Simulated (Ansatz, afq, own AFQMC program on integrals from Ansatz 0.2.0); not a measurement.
## Where AFQMC and coupled cluster stand for CH2N, doublet

```yaml
atoms:
  - { symbol: N, position_ang: [0.0000, 0.0000, 0.4551] }
  - { symbol: C, position_ang: [0.0000, 0.0000, -0.6903] }
  - { symbol: H, position_ang: [0.0000, 0.7635, 0.9507] }
  - { symbol: H, position_ang: [0.0000, -0.7635, 0.9507] }
```

Connectivity, by distances: NH2–C.

Basis cc-pVDZ. Only valence electrons are correlated. Ansatz 0.2.0 and our own AFQMC program on the same integrals; the CISD trial comes from CCSD amplitudes, and released means the phaseless constraint is let go. Uncertainties: one standard error, sampling alone.

Determinant: UHF, the one that the program's search chose, which needn't be the lowest solution. The geometry is a point of a scan.

No full CI on the walks' own integrals is used here; CCSDT(Q) serves as the reference and is uncertain by about the last step of the cluster series.

The T1 diagnostic is 0.0134, the weight of the determinant in the CISD state is 0.907 and the ⟨S²⟩ of the determinant is 0.761. The size of the correlated space is 11 electrons in 36 orbitals.

Reference: CCSDT(Q), correlation energy -7.621 eV. The released energy is read at 2.40 1/Eh (meV from the phaseless value at times in 1/Eh: -15 ± 14 at 0.24, -30 ± 15 at 0.51, -26 ± 13 at 0.99, -28 ± 18 at 1.62, -10 ± 15 at 2.40).

| level | E − E(reference) (meV) | share of correlation (%) |
| --- | --- | --- |
| HF | 7621.1 | 0.00 |
| MP2 | 893.6 | 88.27 |
| CCSD | 218.8 | 97.13 |
| CCSD(T) | 28.0 | 99.63 |
| CCSDT | 12.1 | 99.84 |
| ph-AFQMC/CISD | 24.3 ± 10.1 | 99.68 |
| released AFQMC | 14.2 ± 14.6 | 99.81 |

A walk keeps the symmetry of its determinant, which the program's search chose and which needn't be the lowest solution, so a lower state of the same spin and another symmetry isn't excluded. Released energies are given only where the last usable release times agree within the noise; a slower fall can still hide under it.
